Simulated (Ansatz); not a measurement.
# One shape, several levels: SiNH4 (SMILES [NH][SiH3])

Aim: a comparison of 6 runs (U-revPBE/STO-3G, U-wB97M-V/STO-3G, UBLYP/STO-3G, UCAM-B3LYP/STO-3G, RPA@PBE/STO-3G, UCCSDT/STO-3G) of SiNH4. 

The calculation is run with Ansatz 0.2.0.

46 further runs of the same task are left out: 46 set aside as unsound or not needed.

### 1 The molecule

The species is SiNH4 (6 atoms), meant as a doublet with charge 0. As SMILES, `[NH][SiH3]`. The Si2–N1 distance was set to 4.382 Å, away from the relaxed value. At this shape a bond of the SMILES string is far longer than usual.

Bond lengths: N1–H3 1.023 Å, Si2–H4 1.491 Å, Si2–H5 1.491 Å, Si2–H6 1.481 Å. Angles: H4–Si2–H5 108.6°, H4–Si2–H6 109.5°, H5–Si2–H6 109.5°.

### 2 A single-point energy at U-revPBE/STO-3G (run 1)

File molecule.yaml:

```yaml
crystal:
  periodic: [false, false, false]
  atoms:
    - symbol: N
      position_ang: [1.785817, -2.609426, 2.438772]
    - symbol: Si
      position_ang: [-0.203700, 0.347600, -0.110000]
    - symbol: H
      position_ang: [2.116517, -3.414926, 1.901972]
    - symbol: H
      position_ang: [-1.310600, -0.282300, -0.885500]
    - symbol: H
      position_ang: [0.789500, 0.911800, -1.068900]
    - symbol: H
      position_ang: [-0.748100, 1.434800, 0.736200]
basis:
  gaussian:
    orbitals: STO-3G
magnetization:
  spin_polarized: true
  initial_magnetization: 1
hamiltonian:
  xc: {name: revPBE}
accuracy: high
```

Started as:

```
ansatz run molecule.yaml --threads 1 --pin off --max-ram 2610MiB --events-out events.jsonl --progress --plain --runs-dir runs
```

Standard output:

```text
Warning: RAYON_NUM_THREADS=1 ignored (pool sized by the plan → 1); use --threads N
Functional definition: revPBE
  name "revPBE"
  parameter kappa = 1.245
  parameter beta = 0.06672455060314922
  exchange = pbe_x(kappa = kappa, mu = beta*pi^2/3)
  correlation = pbe_c(beta = beta)
272 factors; integrals over basis functions are off by at most 1.4e-8 eV
mean field evaluation 1: about -9299.9506 eV, gradient 2.1e1 eV
mean field evaluation 2: about -9087.9642 eV, gradient 5.4e1 eV
mean field evaluation 4: about -9297.2648 eV, gradient 1.8e1 eV
mean field evaluation 8: about -9313.5382 eV, gradient 1.0e0 eV
mean field evaluation 16: about -9313.4968 eV, gradient 2.7e-3 eV
mean field evaluation 32: about -9313.4968 eV, gradient 8.8e-4 eV
mean field -9313.49684413 eV, -342.2646961070 hartree, gradient 7.1e-8 eV, S^2 1.752349; 1 other end points of the search recorded, 0 dependent functions left out
reference -9313.49684699 eV, -342.2646962121 hartree; 13, 12 occupied and 5, 6 virtual orbitals, 272 factors
Total energy: -9313.49684699 eV, -342.2646962121 hartree
```

Run time: 2.3 s. Hardware: 1 thread of Arm Neoverse V1, shared host; peak memory 0.13 GiB.

### 3 A single-point energy at U-wB97M-V/STO-3G (run 2)

File molecule.yaml:

```yaml
crystal:
  periodic: [false, false, false]
  atoms:
    - {symbol: N, position_ang: [1.785817, -2.609426, 2.438772]}
    - {symbol: Si, position_ang: [-0.203700, 0.347600, -0.110000]}
    - {symbol: H, position_ang: [2.116517, -3.414926, 1.901972]}
    - {symbol: H, position_ang: [-1.310600, -0.282300, -0.885500]}
    - {symbol: H, position_ang: [0.789500, 0.911800, -1.068900]}
    - {symbol: H, position_ang: [-0.748100, 1.434800, 0.736200]}
basis:
  gaussian: {orbitals: STO-3G}
magnetization: {spin_polarized: true, initial_magnetization: 1}
hamiltonian: {xc: {name: wB97M-V}}
accuracy: high
```

Started as:

```
ansatz run molecule.yaml --threads 1 --pin off --max-ram 2610MiB --events-out events.jsonl --progress --plain --runs-dir runs
```

Standard output (excerpt; [...] marks lines left out):

```text
Warning: RAYON_NUM_THREADS=1 ignored (pool sized by the plan → 1); use --threads N
Functional definition: wB97M-V
  name "wB97M-V"
[...]
  gx(w, u) = 1 - cx + cx01*u + cx10*w
  gss(w, u) = css00 + css04*u^4 + css10*w + css20*w^2 + css43*w^4*u^3
  gos(w, u) = cos00 + cos10*w + (cos20 + cos21*u)*w^2 + (cos60 + cos61*u)*w^6
[...]
      + integral(e_c_pw_mod_opposite_spin*gos(b97_w_opposite, b97_u_opposite)) + vv10(b, c)
272 factors; integrals over basis functions are off by at most 1.4e-8 eV
151 factors; integrals over basis functions are off by at most 9.7e-10 eV
[...]
mean field -9315.49414595 eV, -342.3380955951 hartree, gradient 1.0e-8 eV, S^2 1.753614; 1 other end points of the search recorded, 0 dependent functions left out
reference -9315.49414899 eV, -342.3380957065 hartree; 13, 12 occupied and 5, 6 virtual orbitals, 272 factors
Total energy: -9315.49414899 eV, -342.3380957065 hartree
```

Run time: 33 s. Hardware: 1 thread of Arm Neoverse V1, shared host; peak memory 0.5 GiB.

Runs 3 to 5 aren't shown in full; the table further down has their settings and results.

### 4 The energy at UCCSDT/STO-3G (run 6)

File in.yaml:

```yaml
crystal:
  periodic: [false, false, false]
  atoms:
    - symbol: N
      position_ang: [1.785817, -2.609426, 2.438772]
    - symbol: Si
      position_ang: [-0.203700, 0.347600, -0.110000]
    - symbol: H
      position_ang: [2.116517, -3.414926, 1.901972]
    - symbol: H
      position_ang: [-1.310600, -0.282300, -0.885500]
    - symbol: H
      position_ang: [0.789500, 0.911800, -1.068900]
    - symbol: H
      position_ang: [-0.748100, 1.434800, 0.736200]
basis:
  gaussian:
    orbitals: STO-3G
magnetization:
  spin_polarized: true
  initial_magnetization: 1
correlation:
  method: ccsdt
  frozen_orbitals: {H: 0, "N": 1, Si: 5}
accuracy: high
scf:
  omitted_lower_state_checks: [cluster_reference, increment]
```

Started as:

```
ansatz run in.yaml --threads 1 --pin off --max-ram 2610MiB --events-out events.jsonl --progress --plain --runs-dir runs
```

Standard output:

```text
Warning: RAYON_NUM_THREADS=1 ignored (pool sized by the plan → 1); use --threads N
[... 14 lines left out ...]
6 core orbitals not correlated: weight in the atoms' cores, before any rotation towards them, 1.000 or more for the frozen orbitals, at most 0.000 for the correlated occupied ones
[... 84 lines left out ...]
Total energy: -9295.67741197 eV, -341.6098440534 hartree
Checks for a lower state left out: cluster_reference, increment
```

Run time: 1.7 s. Hardware: 1 thread of Arm Neoverse V1, shared host.

### 5 All runs side by side

```csv
run,level,frozen core orbitals,energy (Eh),⟨S²⟩,wall time
1,U-revPBE/STO-3G,–,-342.264696,1.752,2.3 s
2,U-wB97M-V/STO-3G,–,-342.338096,1.754,33 s
3,UBLYP/STO-3G,–,-342.265708,1.751,2.3 s
4,UCAM-B3LYP/STO-3G,–,-342.282928,1.753,3.3 s
5,RPA@PBE/STO-3G,6,-341.670401,1.752,2.7 s
6,UCCSDT/STO-3G,6,-341.609844,1.763,1.7 s
```

### 6 Summary of results

| quantity | value |
| --- | --- |
| run 6: total energy | -341.60984 Eh |
| run 6: correlation energy (6 core orbitals frozen) | -77.1 mEh |
| run 6: ⟨S²⟩ of the reference determinant | 1.763 |
| run 6: T1 diagnostic | 0.004 |

Totals of different functionals can't be ranked against each other. In runs 1, 2, 3, 4, 5, 6 the basis is minimal, so the values are rough. Spin contamination of the reference: run 6 ⟨S²⟩ = 1.76, run 2 ⟨S²⟩ = 1.75, run 4 ⟨S²⟩ = 1.75, run 1 ⟨S²⟩ = 1.75, run 5 ⟨S²⟩ = 1.75, run 3 ⟨S²⟩ = 1.75. Where it is this large, the reference is a mixture of spin states, and values that rest on it are in doubt. All runs together took 45 s, the longest 33 s.
